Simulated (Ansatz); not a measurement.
`N=C=CN`. The species carries charge 0 and has multiplicity 1. The structure was optimised at the PBE0-D4/def2-TZVP level. It is one conformer, not always the lowest.

```xyz
8

N    -0.156    0.364    2.070
C    -0.261    0.302    0.850
C    -0.314    0.311   -0.458
N     0.447   -0.519   -1.319
H    -0.717   -0.324    2.577
H    -1.069    0.931   -0.928
H     0.972    0.032   -1.988
H     1.099   -1.096   -0.805
```

Q: What is the dipole moment at ωB97M-V/def2-TZVPP? (An estimate is asked.)

A: The calculation gave: 0.93 D, with components (0.15, -0.63, -0.66) D in this frame, pointing from negative to positive charge.

Q: And with PBE, r2SCAN, B3LYP? (Estimate.)

A: Ansatz gave: PBE 0.99 D, r2SCAN 1.01 D, B3LYP 0.98 D.

Q: Give the Mulliken charges with ωB97M-V, PBE, B3LYP in def2-TZVPP. (An estimate is asked.)

A: Computed: 
```csv
atom,ωB97M-V,PBE,B3LYP
N1,-0.22,-0.17,-0.21
C2,0.04,-0.05,0.01
C3,-0.07,-0.08,-0.08
N4,-0.25,-0.29,-0.30
H5,0.15,0.18,0.17
H6,0.11,0.10,0.11
H7,0.13,0.16,0.15
H8,0.11,0.14,0.13
```

B3LYP here is the variant with VWN-RPA as its local correlation; programs differ in this.
